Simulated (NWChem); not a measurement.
# phosphine (H₃P) in NWChem

SMILES: P
```xyz
4

P     -0.1302    -0.0034     0.0000
H      0.6666    -0.5810     1.0357
H      0.6666    -0.5810    -1.0357
H      0.6204     1.2123     0.0000
```
Charge 0, spin multiplicity 1.

All runs are NWChem calculations. Structure: optimised with PBE0/def2-SVP, a minimum by its harmonic frequencies.

Symmetry labels belong to the abelian group Cs used in the runs, with the axes of the coordinates shown; states degenerate in a higher group split over its labels.

B3LYP has NWChem's definition, with VWN1-RPA local correlation.

Question: List the lowest 4 singlet excitations that TD-B3LYP/def2-SVPD, VWN1-RPA local correlation gives, with oscillator strengths.

Answer: 
```
state  symmetry  energy (eV)  wavelength (nm)      f
-----  --------  -----------  ---------------  -----
1            a'         7.04              176  0.135
2            a"         7.33              169  0.069
3            a'         7.33              169  0.069
4            a"         9.57              130  0.000
```
